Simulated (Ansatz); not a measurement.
Results of PBEsol in Ansatz (plane waves, PAW) for 1T (CdI2-type) SnSe2.

Numerical settings: plane-wave cutoff 520 eV, 12×12×6 k mesh (along the axes of the cell as run), Fermi–Dirac smearing 0.01 eV, scalar-relativistic PAW data made under PBE.

The cell is scaled about its equilibrium volume:

Shape and atoms are relaxed at each volume.

```
V (Å³/atom)  P (GPa)  direct gap at Γ (eV)  smallest gap on the k mesh (eV)  c (Å)
-----------  -------  --------------------  -------------------------------  -----
24.862          0.99                 0.827                            0.264  5.947
25.380          0.42                 0.904                            0.379  6.049
25.898          0.00                 0.995                            0.494  6.155
26.416         -0.29                 1.104                            0.583  6.268
26.934         -0.46                 1.186                            0.599  6.385
```

The fundamental gap (0.47 eV at the equilibrium volume, with added k points) lies elsewhere than Γ–Γ.

Measured, for comparison: band gap 0.98 eV (temperature not stated, not corrected to a static lattice, indirect, our sources range from 0.98 to 1.06; as tabulated in Gonzalez and Oleynik (2016), arXiv:1609.04381).

Note: the cell comes from a level without a dispersion term, which matters for the spacing of layers, chains or molecules; the bulk modulus comes from volumes at which shape and atoms were relaxed.

Spin–orbit coupling is not included.

Ansatz is an electronic-structure program.
